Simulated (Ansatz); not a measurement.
## A cut through the energy surface

SiHCl2 (SMILES Cl[SiH]Cl), doublet, at its PBE0-D4/def2-TZVP minimum:

Cl1  (-1.647, 0.178, 0.889)
Si2  (0.188, -0.414, 0.200)
Cl3  (0.251, -0.281, -1.842)
H4  (1.208, 0.518, 0.752)
(Å)

The bond length Si2–H4 (1.488 Å at the minimum) is set to the values below, the two halves moving rigidly along the bond. Each method's energies count from its own value at the PBE0-D4 minimum structure. 1 of 9 computed points, where the reference changed state or T1 grew large, are left out. Ansatz 0.2.0; basis: def2-TZVPP; cores frozen in the correlated methods; orbitals are unrestricted. B3LYP uses VWN-RPA correlation.

CCSD(T) energies along the scan:
```csv
bond length (Å),CCSD(T) (kcal/mol)
1.310,7.77
1.362,3.45
1.437,0.41
1.526,0.37
1.624,3.34
1.730,8.69
1.842,15.61
1.960,23.34
```
They count from the CCSD(T) energy at the PBE0-D4 minimum.

Minimum and curvature along this coordinate at CCSD(T): A fifth-order fit through the nearest points gives 1.481 Å, with a curvature of about 18 eV/Å².

Treat the two halves as rigid bodies and work out the harmonic wavenumber of this stretch from that curvature (ν̃ = 521.5 √(k/μ) cm⁻¹ with k in eV/Å² and μ in u).

The halves weigh 98.99 and 1.01 u, so μ = 98.99 × 1.01/100.00 = 1.000 u and ν̃ = 521.5 √(18/1.000) ≈ 2200 cm⁻¹. A true normal mode mixes in other motions, so this is a guide only.

Largest difference from the CCSD(T) curve over the scan: PBE-D4 3.98; B3LYP-D4 1.92; HF 3.63 kcal/mol. Each curve counts from its own value at the minimum.

No T1 diagnostic of these runs exceeds 0.020. ⟨S²⟩ of the unrestricted Hartree–Fock references: 0.75 to 0.81 (a pure state has 0.75). The unrestricted reference is spin-contaminated, which hurts MP2 most.

For scale, one of the runs: CCSD(T)/def2-TZVPP, 140 basis functions (an equivalent command: `ansatz run in.yaml --threads 2`). The run took 30 s on 2 CPU threads (shared host), with 1.6 GiB of host memory at its peak.
